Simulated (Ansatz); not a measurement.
# AlLiH (doublet): the correlation ladder at scale of all distances = 1.717, cc-pVDZ

An exercise on one series of results from a longer session: the logs are not shown, and one member is left open.

Program: Ansatz 0.2.0, Gaussian basis. Level of theory: cc-pVDZ, core rule «outside noble gas», up to 6 orbitals frozen. These are calculated values, not measurements.

To be run: UHF; CCSD(T) on ROHF; CCSD(T) on UHF; BCCD(T) on ROHF; CISD as a restricted active space (open shells left free, so some higher excitations enter); CCSDT(Q) on ROHF; CCSDT(Q) on UHF; CASSCF and MRCISD+Q, 3 electrons in 3 orbitals; CASSCF and NEVPT2, 3 electrons in 3 orbitals; Full CI.

26 further runs of the same task are left out: 16 for a known fault of the program, 8 that didn't finish, 2 set aside as unsound or not needed. Runs told in other sessions of the task aren't counted.

**The system**

The geometry derives from a PBE0/def2-TZVP stationary point (not a proven minimum). All distances are scaled together.

3 atoms, charge 0, spin multiplicity 2.

Atoms are counted from 1 here; the program's logs count them from 0.

No contacts short enough for the rule that draws bonds.

The first run:

The input, in.yaml:

```yaml
crystal:
  periodic: [false, false, false]
  atoms:
    - {symbol: Al, position_ang: [0.000000, -0.142813, 0.835143]}
    - {symbol: Li, position_ang: [0.000000, 0.304610, -3.669904]}
    - {symbol: H, position_ang: [0.000000, 1.725322, 2.916195]}
basis:
  gaussian: {orbitals: cc-pVDZ}
magnetization: {spin_polarized: true, initial_magnetization: 1}
hamiltonian: {xc: hf}
output: {orbitals: {seedname: orbitals}}
```

On the command line:

```console
ansatz run in.yaml --threads 1 --pin off --events-out ev --progress --plain --max-ram 2393MiB
```

Steps of the session up to this table: UHF; CCSD(T) on ROHF; CCSD(T) on UHF; BCCD(T) on ROHF; CISD as a restricted active space (open shells left free, so some higher excitations enter); CCSDT(Q) on ROHF; CCSDT(Q) on UHF; CASSCF and MRCISD+Q, 3 electrons in 3 orbitals; CASSCF and NEVPT2, 3 electrons in 3 orbitals; Full CI.

One table of the session follows, with a row left open; its other results are not shown here.

It belongs to the step «Misses and costs». 

```
     method  from FCI (meV)
       ROHF         +2413.9
        UHF         +2075.6
       RMP2          +907.4
       UMP2               ?
       CISD          +209.7
      RCCSD          +108.3
      UCCSD          +140.0
   RCCSD(T)           +30.7
   UCCSD(T)           +61.7
    BCCD(T)           +34.9
     RCCSDT            +2.9
     UCCSDT            +4.5
  RCCSDT(Q)            +0.3
  UCCSDT(Q)            -0.2
CASSCF pair         +1493.8
NEVPT2 pair          +517.2
        FCI               0
```

**Question.** Estimate the row for UMP2.

As computed: from FCI (meV): +1020.1. In the column «from FCI (meV)» it lies between RMP2 (+907.4) and CASSCF pair (+1493.8).

Not comparable, so not listed: CASSCF and MRCISD+Q, 3 electrons in 3 orbitals (they don't share determinant, frozen orbitals or solution with the rows shown, or repeat one).

Limits of these values: The determinant of HF (⟨S²⟩ 1.37) is far from a pure spin state, so its energy mixes those of several spin states; that is harmless only where they are near-degenerate. The determinant of CCSD(T) (⟨S²⟩ 1.37) is far from a pure spin state, so its energy mixes those of several spin states; high orders of coupled cluster remove much of that, low ones don't. The determinant of CCSDT(Q) (⟨S²⟩ 1.37) is far from a pure spin state, so its energy mixes those of several spin states; high orders of coupled cluster remove much of that, low ones don't. Levels on UHF freeze UHF's core orbitals, full CI those of ROHF, so the U rows can settle a little off it for that reason alone. Restricted and unrestricted rows rest on different reference determinants; a gap between their highest levels can come from leftover correlation error, from unlike frozen cores or from another state. Warnings in the runs' records: passed over end.
